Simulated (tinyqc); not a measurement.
Worked calculation (part 1 of 2): LCCD on RHF in the sto-6g basis, for H2O, spin multiplicity 1. Computed by tinyqc, a small Python program that keeps every step (integrals from PySCF). Settings: charge = 0, multiplicity = 1, basis = sto-6g, method = RHF, energy threshold = 1e-10, iteration cap = 69, orthogonalisation = symmetric, start = core, DIIS depth = 6, amplitude equations = LCCD, DIIS depth for amplitudes = 6, cap on updates = 89. Command: `OMP_NUM_THREADS=1 python tinyqc.py 22094 22095 out.jsonl` (the two numbers bound the seeds that draw the settings). One thread of a shared host (Intel(R) Xeon(R) Processor @ 2.60GHz), about 0.2 s of CPU time with the checks. The early iterations of the SCF are left out here.

## One-electron integrals

Geometry (angstrom):

| atom | x | y | z |
|---|---|---|---|
| O | 0.000000 | 0.000000 | 0.000000 |
| H | 0.000000 | 0.794000 | 0.780000 |
| H | 0.000000 | -0.794000 | 0.780000 |

Basis sto-6g: exponents (1/bohr^2) and contraction coefficients of normalised primitives:

| element | l (shell) | exponent | coefficient |
|---|---|---|---|
| O | s (1) | 1355.584234 | 0.009164 |
| O | s (1) | 248.544885 | 0.049361 |
| O | s (1) | 69.533902 | 0.168538 |
| O | s (1) | 23.886772 | 0.370563 |
| O | s (1) | 9.275933 | 0.416492 |
| O | s (1) | 3.820341 | 0.130334 |
| O | s (2) | 52.187762 | -0.013253 |
| O | s (2) | 10.329320 | -0.046992 |
| O | s (2) | 3.210345 | -0.033785 |
| O | s (2) | 1.235135 | 0.250242 |
| O | s (2) | 0.536420 | 0.595117 |
| O | s (2) | 0.245881 | 0.240706 |
| O | p (3) | 52.187762 | 0.003760 |
| O | p (3) | 10.329320 | 0.037679 |
| O | p (3) | 3.210345 | 0.173897 |
| O | p (3) | 1.235135 | 0.418036 |
| O | p (3) | 0.536420 | 0.425860 |
| O | p (3) | 0.245881 | 0.101708 |
| H | s (1) | 35.523221 | 0.009164 |
| H | s (1) | 6.513144 | 0.049361 |
| H | s (1) | 1.822143 | 0.168538 |
| H | s (1) | 0.625955 | 0.370563 |
| H | s (1) | 0.243077 | 0.416492 |
| H | s (1) | 0.100112 | 0.130334 |

Overlap, kinetic and nuclear-attraction integrals over the contracted functions; the nuclear repulsion is the sum of Za Zb / Rab.

nuclear repulsion = 7.94024887 hartree

overlap S:
```
           1O 1s     1O 2s    1O 2px     1O 2py    1O 2pz     2H 1s      3H 1s
1O 1s   1.000000  0.231145  0.000000   0.000000  0.000000  0.038724   0.038724
1O 2s   0.231145  1.000000  0.000000   0.000000  0.000000  0.380848   0.380848
1O 2px  0.000000  0.000000  1.000000   0.000000  0.000000  0.000000   0.000000
1O 2py  0.000000  0.000000  0.000000   1.000000  0.000000  0.239060  -0.239060
1O 2pz  0.000000  0.000000  0.000000   0.000000  1.000000  0.234845   0.234845
2H 1s   0.038724  0.380848  0.000000   0.239060  0.234845  1.000000   0.226020
3H 1s   0.038724  0.380848  0.000000  -0.239060  0.234845  0.226020   1.000000
```

kinetic energy T (hartree):
```
            1O 1s      1O 2s    1O 2px     1O 2py    1O 2pz      2H 1s      3H 1s
1O 1s   29.327197  -0.896024  0.000000   0.000000  0.000000  -0.005989  -0.005989
1O 2s   -0.896024   0.842618  0.000000   0.000000  0.000000   0.065234   0.065234
1O 2px   0.000000   0.000000  2.531309   0.000000  0.000000   0.000000   0.000000
1O 2py   0.000000   0.000000  0.000000   2.531309  0.000000   0.127007  -0.127007
1O 2pz   0.000000   0.000000  0.000000   0.000000  2.531309   0.124767   0.124767
2H 1s   -0.005989   0.065234  0.000000   0.127007  0.124767   0.768522   0.002005
3H 1s   -0.005989   0.065234  0.000000  -0.127007  0.124767   0.002005   0.768522
```

nuclear attraction V (hartree):
```
             1O 1s      1O 2s     1O 2px     1O 2py     1O 2pz      2H 1s      3H 1s
1O 1s   -62.209192  -6.371072   0.000000   0.000000  -0.017025  -1.219911  -1.219911
1O 2s    -6.371072  -9.946369   0.000000   0.000000  -0.197202  -2.916567  -2.916567
1O 2px    0.000000   0.000000  -9.887507   0.000000   0.000000   0.000000   0.000000
1O 2py    0.000000   0.000000   0.000000  -9.976752   0.000000  -1.614713   1.614713
1O 2pz   -0.017025  -0.197202   0.000000   0.000000  -9.973632  -1.646833  -1.646833
2H 1s    -1.219911  -2.916567   0.000000  -1.614713  -1.646833  -5.300902  -1.286988
3H 1s    -1.219911  -2.916567   0.000000   1.614713  -1.646833  -1.286988  -5.300902
```

core Hamiltonian H = T + V (hartree):
```
             1O 1s      1O 2s     1O 2px     1O 2py     1O 2pz      2H 1s      3H 1s
1O 1s   -32.881995  -7.267096   0.000000   0.000000  -0.017025  -1.225900  -1.225900
1O 2s    -7.267096  -9.103751   0.000000   0.000000  -0.197202  -2.851333  -2.851333
1O 2px    0.000000   0.000000  -7.356198   0.000000   0.000000   0.000000   0.000000
1O 2py    0.000000   0.000000   0.000000  -7.445443   0.000000  -1.487706   1.487706
1O 2pz   -0.017025  -0.197202   0.000000   0.000000  -7.442323  -1.522065  -1.522065
2H 1s    -1.225900  -2.851333   0.000000  -1.487706  -1.522065  -4.532380  -1.284982
3H 1s    -1.225900  -2.851333   0.000000   1.487706  -1.522065  -1.284982  -4.532380
```

## Two-electron integrals

Functions are numbered as in S; the eight-fold symmetry (ij|kl) = (ji|kl) = (kl|ij) leaves the list below.

Two-electron integrals (ij|kl) in chemists' order, unique and non-zero (hartree):
```
(11|11) 4.787491    (21|11) 0.675884    (21|21) 0.121505    (22|11) 1.117379
(22|21) 0.249212    (22|22) 0.817383    (31|31) 0.025762    (32|31) 0.039145
(32|32) 0.180664    (33|11) 1.117381    (33|21) 0.249212    (33|22) 0.817382
(33|33) 0.880663    (41|41) 0.025762    (42|41) 0.039145    (42|42) 0.180664
(43|43) 0.047461    (44|11) 1.117381    (44|21) 0.249212    (44|22) 0.817382
(44|33) 0.785741    (44|44) 0.880663    (51|51) 0.025762    (52|51) 0.039145
(52|52) 0.180664    (53|53) 0.047461    (54|54) 0.047461    (55|11) 1.117381
(55|21) 0.249212    (55|22) 0.817382    (55|33) 0.785741    (55|44) 0.785741
(55|55) 0.880663    (61|11) 0.120550    (61|21) 0.020781    (61|22) 0.041724
(61|33) 0.041635    (61|41) 0.000727    (61|42) 0.001424    (61|44) 0.041771
(61|51) 0.000714    (61|52) 0.001399    (61|54) 0.000133    (61|55) 0.041766
(61|61) 0.003623    (62|11) 0.306549    (62|21) 0.069393    (62|22) 0.253713
(62|33) 0.249411    (62|41) 0.003977    (62|42) 0.029940    (62|44) 0.255978
(62|51) 0.003907    (62|52) 0.029412    (62|54) 0.006451    (62|55) 0.255748
(62|61) 0.011946    (62|62) 0.100012    (63|31) 0.007530    (63|32) 0.042980
(63|43) 0.006109    (63|53) 0.006002    (63|63) 0.013767    (64|11) 0.162536
(64|21) 0.037300    (64|22) 0.145415    (64|33) 0.138969    (64|41) 0.009375
(64|42) 0.058977    (64|44) 0.154810    (64|51) 0.001813    (64|52) 0.015716
(64|54) 0.009560    (64|55) 0.142465    (64|61) 0.006699    (64|62) 0.069671
(64|64) 0.061719    (65|11) 0.159670    (65|21) 0.036642    (65|22) 0.142851
(65|33) 0.136519    (65|41) 0.001813    (65|42) 0.015716    (65|44) 0.140077
(65|51) 0.009310    (65|52) 0.058418    (65|54) 0.009605    (65|55) 0.151956
(65|61) 0.006581    (65|62) 0.068443    (65|64) 0.047107    (65|65) 0.060043
(66|11) 0.465767    (66|21) 0.107395    (66|22) 0.450406    (66|33) 0.432929
(66|41) 0.007607    (66|42) 0.079386    (66|44) 0.459609    (66|51) 0.007473
(66|52) 0.077987    (66|54) 0.026210    (66|55) 0.458677    (66|61) 0.018651
(66|62) 0.230362    (66|64) 0.182922    (66|65) 0.179697    (66|66) 0.774999
(71|11) 0.120550    (71|21) 0.020781    (71|22) 0.041724    (71|33) 0.041635
(71|41) -0.000727   (71|42) -0.001424   (71|44) 0.041771    (71|51) 0.000714
(71|52) 0.001399    (71|54) -0.000133   (71|55) 0.041766    (71|61) 0.003578
(71|62) 0.011610    (71|64) 0.005950    (71|65) 0.006399    (71|66) 0.017961
(71|71) 0.003623    (72|11) 0.306549    (72|21) 0.069393    (72|22) 0.253713
(72|33) 0.249411    (72|41) -0.003977   (72|42) -0.029940   (72|44) 0.255978
(72|51) 0.003907    (72|52) 0.029412    (72|54) -0.006451   (72|55) 0.255748
(72|61) 0.011610    (72|62) 0.082348    (72|64) 0.039526    (72|65) 0.054969
(72|66) 0.156416    (72|71) 0.011946    (72|72) 0.100012    (73|31) 0.007530
(73|32) 0.042980    (73|43) -0.006109   (73|53) 0.006002    (73|63) 0.011020
(73|73) 0.013767    (74|11) -0.162536   (74|21) -0.037300   (74|22) -0.145415
(74|33) -0.138969   (74|41) 0.009375    (74|42) 0.058977    (74|44) -0.154810
(74|51) -0.001813   (74|52) -0.015716   (74|54) 0.009560    (74|55) -0.142465
(74|61) -0.005950   (74|62) -0.039526   (74|64) -0.008412   (74|65) -0.025821
(74|66) -0.067159   (74|71) -0.006699   (74|72) -0.069671   (74|74) 0.061719
(75|11) 0.159670    (75|21) 0.036642    (75|22) 0.142851    (75|33) 0.136519
(75|41) -0.001813   (75|42) -0.015716   (75|44) 0.140077    (75|51) 0.009310
(75|52) 0.058418    (75|54) -0.009605   (75|55) 0.151956    (75|61) 0.006399
(75|62) 0.054969    (75|64) 0.025821    (75|65) 0.047102    (75|66) 0.114267
(75|71) 0.006581    (75|72) 0.068443    (75|74) -0.047107   (75|75) 0.060043
(76|11) 0.125088    (76|21) 0.028669    (76|22) 0.115162    (76|33) 0.112140
(76|44) 0.113881    (76|51) 0.002416    (76|52) 0.022268    (76|55) 0.119466
(76|61) 0.004901    (76|62) 0.047046    (76|64) 0.028293    (76|65) 0.036188
(76|66) 0.117972    (76|71) 0.004901    (76|72) 0.047046    (76|74) -0.028293
(76|75) 0.036188    (76|76) 0.028386    (77|11) 0.465767    (77|21) 0.107395
(77|22) 0.450406    (77|33) 0.432929    (77|41) -0.007607   (77|42) -0.079386
(77|44) 0.459609    (77|51) 0.007473    (77|52) 0.077987    (77|54) -0.026210
(77|55) 0.458677    (77|61) 0.017961    (77|62) 0.156416    (77|64) 0.067159
(77|65) 0.114267    (77|66) 0.328336    (77|71) 0.018651    (77|72) 0.230362
(77|74) -0.182922   (77|75) 0.179697    (77|76) 0.117972    (77|77) 0.774999
```

## Orthogonalisation

S = U s U^T; symmetric (Loewdin) form X = U s^(-1/2) U^T, so that X^T S X = 1.

eigenvalues of S: 0.443881  0.530520  0.878908  1.000000  1.110379  1.243460  1.792853

X:
```
            1O 1s      1O 2s    1O 2px     1O 2py     1O 2pz      2H 1s      3H 1s
1O 1s    1.022271  -0.131947  0.000000   0.000000  -0.007424   0.016665   0.016665
1O 2s   -0.131947   1.148440  0.000000   0.000000   0.077046  -0.212662  -0.212662
1O 2px   0.000000   0.000000  1.000000   0.000000   0.000000   0.000000   0.000000
1O 2py   0.000000   0.000000  0.000000   1.059378   0.000000  -0.159663   0.159663
1O 2pz  -0.007424   0.077046  0.000000   0.000000   1.046530  -0.128883  -0.128883
2H 1s    0.016665  -0.212662  0.000000  -0.159663  -0.128883   1.128272  -0.082059
3H 1s    0.016665  -0.212662  0.000000   0.159663  -0.128883  -0.082059   1.128272
```

## Iteration 8 (converged): orbitals

converged F (hartree):
```
             1O 1s      1O 2s     1O 2px     1O 2py     1O 2pz      2H 1s      3H 1s
1O 1s   -20.535357  -4.966316   0.000000   0.000000  -0.024585  -0.839774  -0.839774
1O 2s    -4.966316  -2.313549   0.000000   0.000000  -0.079575  -0.781734  -0.781734
1O 2px    0.000000   0.000000  -0.400376   0.000000   0.000000   0.000000   0.000000
1O 2py    0.000000   0.000000   0.000000  -0.238034   0.000000  -0.328107   0.328107
1O 2pz   -0.024585  -0.079575   0.000000   0.000000  -0.277327  -0.357823  -0.357823
2H 1s    -0.839774  -0.781734   0.000000  -0.328107  -0.357823  -0.418396  -0.296630
3H 1s    -0.839774  -0.781734   0.000000   0.328107  -0.357823  -0.296630  -0.418396
```

Diagonalise F' = X^T F X, C = X C', fill 5 alpha and 5 beta electrons from the bottom; D = 2 C_occ C_occ^T. Each column has its largest component positive (the first on a tie).

F' = X^T F X (hartree):
```
            1          2          3          4          5          6          7
1  -20.211092  -2.498766   0.000000   0.000000  -0.046973  -0.115979  -0.115979
2   -2.498766  -1.290790   0.000000   0.000000   0.105941  -0.386289  -0.386289
3    0.000000   0.000000  -0.400376   0.000000   0.000000   0.000000   0.000000
4    0.000000   0.000000   0.000000  -0.051360   0.000000  -0.373634   0.373634
5   -0.046973   0.105941   0.000000   0.000000  -0.128237  -0.321303  -0.321303
6   -0.115979  -0.386289   0.000000  -0.373634  -0.321303  -0.028692  -0.091801
7   -0.115979  -0.386289   0.000000   0.373634  -0.321303  -0.091801  -0.028692
```

orbital energies (hartree): MO1 -20.538267, MO2 -1.223151, MO3 -0.525615, MO4 -0.467309, MO5 -0.400376, MO6 0.478116, MO7 0.537364

coefficients C:
```
              MO1        MO2        MO3        MO4       MO5        MO6        MO7
1O 1s    0.996883  -0.227587   0.000000   0.090782  0.000000  -0.096147   0.000000
1O 2s    0.014062   0.891545   0.000000  -0.495540  0.000000   0.626180   0.000000
1O 2px   0.000000   0.000000   0.000000   0.000000  1.000000   0.000000   0.000000
1O 2py   0.000000   0.000000   0.637575   0.000000  0.000000   0.000000   0.875650
1O 2pz   0.002447   0.089562   0.000000   0.707267  0.000000   0.791318   0.000000
2H 1s   -0.002682   0.137164   0.452831   0.345797  0.000000  -0.686292  -0.743564
3H 1s   -0.002682   0.137164  -0.452831   0.345797  0.000000  -0.686292   0.743564
```

D after iteration 8:
```
            1O 1s      1O 2s    1O 2px     1O 2py     1O 2pz      2H 1s      3H 1s
1O 1s    2.107627  -0.467746  0.000000   0.000000   0.092527  -0.004995  -0.004995
1O 2s   -0.467746   2.081222  0.000000   0.000000  -0.541193  -0.098212  -0.098212
1O 2px   0.000000   0.000000  2.000000   0.000000   0.000000   0.000000   0.000000
1O 2py   0.000000   0.000000  0.000000   0.813003   0.000000   0.577427  -0.577427
1O 2pz   0.092527  -0.541193  0.000000   0.000000   1.016508   0.513698   0.513698
2H 1s   -0.004995  -0.098212  0.000000   0.577427   0.513698   0.686906  -0.133318
3H 1s   -0.004995  -0.098212  0.000000  -0.577427   0.513698  -0.133318   0.686906
```

## Convergence

Stop when the energy changes by less than 1e-10 hartree and every element of the error matrix X^T (F D S - S D F) X is below 3e-06.

Course of the cycle:

| iteration | E (hartree) | change | largest element of the error matrix |
|---|---|---|---|
| 1 | -73.98843211 | - | 5.04e-01 |
| 2 | -75.47667234 | -1.49e+00 | 3.19e-01 |
| 3 | -75.64832226 | -1.72e-01 | 5.62e-02 |
| 4 | -75.65184883 | -3.53e-03 | 1.02e-02 |
| 5 | -75.65200055 | -1.52e-04 | 2.44e-03 |
| 6 | -75.65202406 | -2.35e-05 | 4.78e-04 |
| 7 | -75.65202447 | -4.04e-07 | 3.06e-06 |
| 8 | -75.65202447 | -1.89e-11 | 8.79e-08 |

PySCF RHF in the same basis = -75.65202447 hartree

Converged in 8 iterations.

## Integrals over molecular orbitals

(pq|rs) = sum C_ip C_jq C_kr C_ls (ij|kl), one index at a time.

one-electron integrals over orbitals h = C^T H C (hartree):
```
            1          2          3          4          5          6          7
1  -32.869522   0.576635   0.000000  -0.224246   0.000000   0.246211   0.000000
2    0.576635  -7.616093   0.000000   0.559713   0.000000  -1.216948   0.000000
3    0.000000   0.000000  -6.076465   0.000000   0.000000   0.000000  -1.739122
4   -0.224246   0.559713   0.000000  -6.519277   0.000000  -1.356992   0.000000
5    0.000000   0.000000   0.000000   0.000000  -7.356198   0.000000   0.000000
6    0.246211  -1.216948   0.000000  -1.356992   0.000000  -5.447374   0.000000
7    0.000000   0.000000  -1.739122   0.000000   0.000000   0.000000  -5.425190
```

Two-electron integrals over orbitals (pq|rs), unique and non-zero (hartree):
```
(11|11) 4.763637    (21|11) -0.439160   (21|21) 0.065338    (22|11) 1.035375
(22|21) -0.016223   (22|22) 0.728795    (31|31) 0.011751    (32|31) 0.017584
(32|32) 0.129706    (33|11) 0.781533    (33|21) -0.004706   (33|22) 0.625026
(33|33) 0.602435    (41|11) 0.179164    (41|21) -0.024839   (41|22) 0.013179
(41|33) 0.005491    (41|41) 0.025064    (42|11) -0.162294   (42|21) 0.008998
(42|22) -0.026035   (42|33) 0.000684    (42|41) 0.016363    (42|42) 0.129276
(43|31) -0.003294   (43|32) 0.023569    (43|43) 0.057548    (44|11) 0.914201
(44|21) -0.010829   (44|22) 0.652439    (44|33) 0.569434    (44|41) -0.007965
(44|42) -0.087655   (44|44) 0.682319    (51|51) 0.026648    (52|51) 0.033107
(52|52) 0.150742    (53|53) 0.027475    (54|51) -0.012471   (54|52) -0.046212
(54|54) 0.048081    (55|11) 1.117101    (55|21) -0.011564   (55|22) 0.756764
(55|33) 0.611453    (55|41) 0.004470    (55|42) -0.085142   (55|44) 0.678735
(55|55) 0.880663    (61|11) -0.195851   (61|21) 0.031327    (61|22) -0.001404
(61|33) 0.001070    (61|41) 0.002484    (61|42) 0.021664    (61|44) -0.015742
(61|55) -0.004783   (61|61) 0.028312    (62|11) 0.269162    (62|21) -0.006253
(62|22) 0.133573    (62|33) 0.072944    (62|41) 0.018886    (62|42) 0.032054
(62|44) 0.055640    (62|55) 0.139353    (62|61) 0.011868    (62|62) 0.097733
(63|31) 0.003233    (63|32) -0.027125   (63|43) -0.034013   (63|63) 0.065646
(64|11) 0.277564    (64|21) -0.003343   (64|22) 0.129467    (64|33) 0.053967
(64|41) -0.000705   (64|42) -0.062073   (64|44) 0.130822    (64|55) 0.155583
(64|61) -0.003219   (64|62) 0.054983    (64|64) 0.107284    (65|51) 0.012368
(65|52) 0.048692    (65|54) 0.006470    (65|65) 0.034500    (66|11) 0.815119
(66|21) -0.007942   (66|22) 0.608855    (66|33) 0.558255    (66|41) 0.017460
(66|42) 0.041931    (66|44) 0.555267    (66|55) 0.591988    (66|61) 0.009478
(66|62) 0.099234    (66|64) 0.057571    (66|66) 0.596553    (71|31) 0.014708
(71|32) 0.021031    (71|43) -0.004216   (71|63) 0.003643    (71|71) 0.018433
(72|31) 0.014817    (72|32) 0.053052    (72|43) -0.033965   (72|63) 0.030782
(72|71) 0.017844    (72|72) 0.065921    (73|11) 0.369023    (73|21) -0.006773
(73|22) 0.160836    (73|33) 0.091722    (73|41) -0.000519   (73|42) -0.085265
(73|44) 0.130211    (73|55) 0.201093    (73|61) -0.005778   (73|62) 0.065874
(73|64) 0.108742    (73|66) 0.047630    (73|73) 0.164825    (74|31) -0.008702
(74|32) -0.075105   (74|43) -0.016538   (74|63) 0.052539    (74|71) -0.010797
(74|72) -0.014380   (74|74) 0.075272    (75|53) 0.023700    (75|75) 0.023518
(76|31) 0.007253    (76|32) 0.080320    (76|43) 0.061820    (76|63) -0.056905
(76|71) 0.008729    (76|72) -0.008178   (76|74) -0.063243   (76|76) 0.108290
(77|11) 0.809984    (77|21) -0.007772   (77|22) 0.600178    (77|33) 0.582598
(77|41) 0.003846    (77|42) -0.011606   (77|44) 0.567235    (77|55) 0.595266
(77|61) -0.002536   (77|62) 0.058143    (77|64) 0.043943    (77|66) 0.555314
(77|73) 0.079412    (77|77) 0.587087
```

## LCCD: starting amplitudes

t_ij^ab = <ij||ab> / (e_i + e_j - e_a - e_b), whose energy is MP2.

Starting amplitudes (spin orbitals 1a, 1b, ...; amplitudes related by a flip of all spins are not repeated; the 24 largest):

| from | to | t |
|---|---|---|
| 3a 3b | 7a 7b | -0.077530 |
| 4a 4b | 6a 6b | -0.056738 |
| 3a 4b | 6b 7a | 0.054144 |
| 4a 4b | 7a 7b | -0.037461 |
| 3a 3b | 6a 6b | -0.032701 |
| 2a 2b | 6a 6b | -0.028724 |
| 3a 4a | 6a 7a | 0.027984 |
| 3a 4b | 6a 7b | -0.026160 |
| 2a 3b | 6a 7b | -0.023831 |
| 2a 4b | 6a 6b | -0.020774 |
| 5a 5b | 6a 6b | -0.019636 |
| 2a 2b | 7a 7b | -0.018722 |
| 2a 3a | 6a 7a | -0.012695 |
| 5a 5b | 7a 7b | -0.012540 |
| 2a 3b | 6b 7a | 0.011136 |
| 2a 4b | 7a 7b | 0.005200 |
| 1a 2b | 7a 7b | -0.000781 |
| 1a 1b | 6a 6b | -0.000674 |
| 1a 2b | 6a 6b | -0.000522 |
| 1a 4b | 7a 7b | 0.000489 |
| 1a 1b | 7a 7b | -0.000437 |
| 1a 3a | 6a 7a | 0.000427 |
| 1a 3b | 6a 7b | 0.000262 |
| 1a 3b | 6b 7a | 0.000165 |

correlation energy = -0.05375738 hartree

## LCCD: amplitude update 1

t_ij^ab D_ij^ab are set to the remaining terms of the spin-orbital equations, evaluated with the old amplitudes; for the doubles these are <ij||ab> + 1/2 <ab||ef> t_ij^ef + 1/2 <mn||ij> t_mn^ab + P(ij)P(ab) <mb||ej> t_im^ae, D the orbital-energy denominators (linear CCD).

Amplitudes after update 1 (spin orbitals 1a, 1b, ...; amplitudes related by a flip of all spins are not repeated; the 24 largest):

| from | to | t |
|---|---|---|
| 3a 3b | 7a 7b | -0.099871 |
| 4a 4b | 6a 6b | -0.071309 |
| 3a 4b | 6b 7a | 0.069731 |
| 4a 4b | 7a 7b | -0.051104 |
| 3a 3b | 6a 6b | -0.046856 |
| 3a 4b | 6a 7b | -0.041683 |
| 2a 2b | 6a 6b | -0.032468 |
| 2a 3b | 6a 7b | -0.029797 |
| 2a 4b | 6a 6b | -0.029700 |
| 3a 4a | 6a 7a | 0.028048 |
| 5a 5b | 6a 6b | -0.024579 |
| 2a 2b | 7a 7b | -0.019696 |
| 2a 3b | 6b 7a | 0.018135 |
| 5a 5b | 7a 7b | -0.013300 |
| 2a 3a | 6a 7a | -0.011662 |
| 2a 4b | 7a 7b | 0.003658 |
| 1a 2b | 7a 7b | -0.000711 |
| 1a 1b | 6a 6b | -0.000573 |
| 1a 2b | 6a 6b | -0.000480 |
| 1a 4b | 7a 7b | 0.000420 |
| 1a 3a | 6a 7a | 0.000412 |
| 1a 1b | 7a 7b | -0.000345 |
| 1a 3b | 6b 7a | 0.000212 |
| 1a 3b | 6a 7b | 0.000200 |

correlation energy = -0.06867673 hartree
